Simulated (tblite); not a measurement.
Task: What does the GFN2-xTB structure of `C(C[CH]Cl)(=O)N` [radical] look like in three dimensions? (Doublet state.)

Result: 
Z-matrix in Å and degrees, rows numbered from 1:
```
N 
C   1  1.3467
O   2  1.2053  1  124.34
C   2  1.5504  1  113.10  3  -179.79
C   4  1.4697  2  109.93  1    74.52
Cl  5  1.7053  4  119.21  2   -77.40
H   1  1.0062  2  120.95  3   170.41
H   1  1.0073  2  118.69  3     6.35
H   4  1.0916  2  108.14  1   -47.45
H   4  1.0899  2  107.31  1  -166.30
H   5  1.0753  4  121.37  2    77.24
```

The 2 C–C bonds span 1.470 Å (C4–C5, drawn single) to 1.550 Å (C2–C4, drawn single), a spread of 0.080 Å. Of the pairs four or more bonds apart, Cl6···H7 is among the closest relative to their van der Waals radii: 2.59 Å, 88 % of the sum of Bondi's values. C5 (carbon bonded to C, Cl and H) has angles 121.4°, 119.2° and 114.8°, sum 355.4°, 0.17 Å off the plane of its three neighbours. C2 (carbon bonded to C, N and O) is planar (angles 124.3°, 122.6° and 113.1°, sum 360.0°, 0.00 Å off the plane of its three neighbours).

The geometry is computed with GFN2-xTB (gas phase). This method treats the open shell by occupation alone, without spin polarisation.

Point group: C1 (no symmetry element, even within 0.4 Å). Its GFN2-xTB frequencies are all real (lowest 44 cm⁻¹). Torsions: H–N1–C2–O3 170° and 6°, N1–C2–C4–C5 75°, C2–C4–C5–Cl6 -77°.

The run took 0.72 s of wall time on one thread, Arm Neoverse V1 (aarch64), shared host with 64 logical CPUs at a one-minute load of 31. This is the geometry optimisation.

One conformer stands for the species.
